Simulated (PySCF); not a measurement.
## C3H7NO: calculation and literature

Mapped SMILES: `[CH3:1][NH:2][C:3]([CH3:4])=[O:5]` (H(Xn): hydrogen on atom n).

[PySCF: geometry from GFN2-xTB; GIAO PBE0/pcSseg-1 shieldings; one conformer; no solvent model; fast rotation and ring inversion assumed for equivalent nuclei; non-relativistic Hamiltonian]

Reference values: measured (solution, not stated per compound (mostly CDCl3 or CCl4); Pretsch, Buehlmann, Badertscher, Structure Determination of Organic Compounds, 4th ed. (2009)).
```tsv
atoms	quantity	reference	computed	computed, scaled
C1	δ $^{13}$C	26.1	26.4	23.5
H(C1)	δ $^{1}$H	2.79	3.09	3.01
```

Computed shifts are σ(ref) − σ with the named reference compound (TMS for H and C) calculated as an isolated molecule at the same level. The measured values may be among those fitted. Scaled to experiment by linear calibration (H and C: mostly CDCl3 data, vs TMS): $^{13}$C: δ = 179.97 − 0.974σ (rms 2.1 ppm, 958 shifts, 2.3 ppm with the 13 outliers that the fit left out); $^{1}$H: δ = 30.01 − 0.943σ (rms 0.17 ppm, 504 shifts, 0.18 ppm with the 4 outliers that the fit left out). Occasional misses reach two or three times the rms, and more in compound classes unlike the fitted ones. Hydrogens on heteroatoms aren't scaled, only referred to computed TMS.
